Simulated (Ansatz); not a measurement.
`CC(C)(F)F` + HCl → `CC(F)(F)Cl` + CH₄  (substitution at a C–C bond)

Gas-phase electronic energies from Ansatz, PBE0-D4/def2-TZVP geometries. CCSD(T)/CBS is the MP2 limit (def2-TZVPP, def2-QZVPP) plus CCSD(T) − MP2 in def2-TZVPP, frozen cores. This one scheme is used for every species. Functionals use def2-TZVPP.

`CC(C)(F)F`:

```xyz
11

C     0.695    0.704   -0.847
C     0.069    0.276    0.452
C    -0.763   -0.976    0.402
F     1.061    0.106    1.382
F    -0.708    1.301    0.925
H     1.269    1.617   -0.685
H    -0.080    0.895   -1.590
H     1.360   -0.076   -1.217
H    -1.592   -0.846   -0.294
H    -1.159   -1.184    1.396
H    -0.153   -1.818    0.076
```

HCl:

Z-matrix (Å, degrees):
```
Cl
H 1 1.279
```

`CC(F)(F)Cl`:

```xyz
8

C     0.112    0.399   -0.707
C    -0.139   -0.384    0.546
F    -1.453   -0.453    0.815
F     0.300   -1.648    0.420
Cl    0.672    0.338    1.958
H    -0.265    1.413   -0.588
H    -0.409   -0.093   -1.530
H     1.181    0.428   -0.914
```

CH₄:

```xyz
5

C     0.000    0.000    0.000
H     0.921   -0.490   -0.315
H    -0.570   -0.674    0.639
H    -0.593    0.257   -0.877
H     0.242    0.907    0.553
```

| species | PBE energy (Eh) |
| --- | --- |
| `CC(C)(F)F` | -317.41423 |
| HCl | -460.62738 |
| `CC(F)(F)Cl` | -737.56979 |
| CH₄ | -40.46430 |

Problem. Work out ΔE.

Solution. ΔE = (-737.56979) + (-40.46430) − (-317.41423) − (-460.62738) = 0.00752 Eh = +19.7 kJ/mol. CCSD(T)/CBS gives +34.1 kJ/mol.

Largest T1 diagnostic among the species: 0.011.

In def2-TZVPP, CCSD(T) changes the Hartree–Fock value by −3.8 kJ/mol (the triples alone add −3.2 kJ/mol) and MP2 by −6.7 kJ/mol. From BLYP to BHLYP (50 % exact exchange), in def2-TZVPP and without D4, ΔE moves by +13.4 kJ/mol. Leaving LDA and LC-ωPBE aside and taking each functional with its dispersion term where it has one, the values, not all of them listed here, spread over 13.6 kJ/mol, from revPBE-D4 to BHLYP-D4. LDA lies +5.0 kJ/mol from PBE without D4.
